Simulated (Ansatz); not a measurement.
**HO+ (triplet): the correlation ladder, def2-QZVPP**

The task here is to estimate one member of a computed series from the others.

Program: Ansatz 0.2.0, Gaussian basis. Level of theory: def2-QZVPP, core rule «outside noble gas», up to 1 orbitals frozen. These are calculated values, not measurements.

Plan: UHF; ROHF; CCSD(T) on UHF.

2 further runs of the same task are left out: 1 that didn't finish, 1 set aside as unsound or not needed.

### The system

The geometry is a PBE0/def2-TZVP stationary point (not a proven minimum).

2 atoms, charge 1, spin multiplicity 3.

Atoms are counted from 1 here; the program's logs count them from 0.

Bond lengths: O1–H2 1.035 Å.

As a file:

```
O     0.00000    0.00000    0.00000
H     0.00000    0.00000    1.03520
```

The first run:

Contents of in.yaml:

```yaml
crystal:
  periodic: [false, false, false]
  atoms:
    - {symbol: O, position_ang: [0.000000, 0.000000, 0.000000]}
    - {symbol: H, position_ang: [0.000000, 0.000000, 1.035200]}
basis:
  gaussian: {orbitals: "def2-QZVPP.json"}
total_charge: 1
magnetization: {spin_polarized: true, initial_magnetization: 2}
hamiltonian: {xc: hf}
output: {orbitals: {seedname: orbitals}}
```

Started as:

```bash
$ ansatz run in.yaml --threads 1 --pin off --events-out ev --progress --plain --max-ram 2393MiB
```

Steps of the session up to this table: UHF; ROHF; CCSD(T) on UHF.

One of the session's tables, all rows but one given; the rest of the session is left out.

| method | from UCCSD(T) (kJ/mol) |
| --- | --- |
| ROHF | ? |
| UHF | +463.7 |
| UMP2 | +53.9 |
| UCCSD | +9.4 |
| UCCSD(T) | 0 |

Estimate the missing values for ROHF.

**Answer.** from UCCSD(T) (kJ/mol): +486.7. In the column «from UCCSD(T) (kJ/mol)» it is the highest.
